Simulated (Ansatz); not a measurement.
A made-up structure of CH2MgSi, closed shell:

C1  (0.661, 0.657, 0.167)
Si2  (-0.538, -0.618, -0.119)
Mg3  (0.950, -1.619, 0.768)
H4  (-1.815, -0.496, -0.728)
H5  (0.510, 1.668, -0.111)
(Å)

It is relaxed with PBE-D4/def2-SVP and then PBE0-D4/def2-TZVP (Ansatz 0.2.0). Atoms count as bonded within 1.22 times the sum of their covalent radii (H–H: 0.88 Å). The end point is not checked to be a true minimum.

(1) Does its bonding change? (Judge from chemistry; the calculation decides.)

Results:

(1) By the calculation: No: no bond forms or breaks.

Where it ends: The first stage lowers the energy by 1.82 eV in 8 steps. It ends as CH₂MgSi ([CH]1[Mg][SiH]1):
C1  (0.583, 0.424, 0.179)
Si2  (-0.727, -0.715, -0.185)
Mg3  (1.313, -1.307, 0.869)
H4  (-2.019, -0.302, -0.861)
H5  (0.618, 1.494, -0.025)
(Å)

Labels in which every atom is bracketed show which atoms are joined, not bond orders.

For scale, one of the runs: PBE0-D4/def2-TZVP relaxation, 112 basis functions, launched by `ansatz run in.yaml --threads 2 --pin off --events-out ev --progress --plain --max-ram 4352MiB`. The run took about 11 s on 2 CPU threads of an Arm Neoverse V2 (shared host).
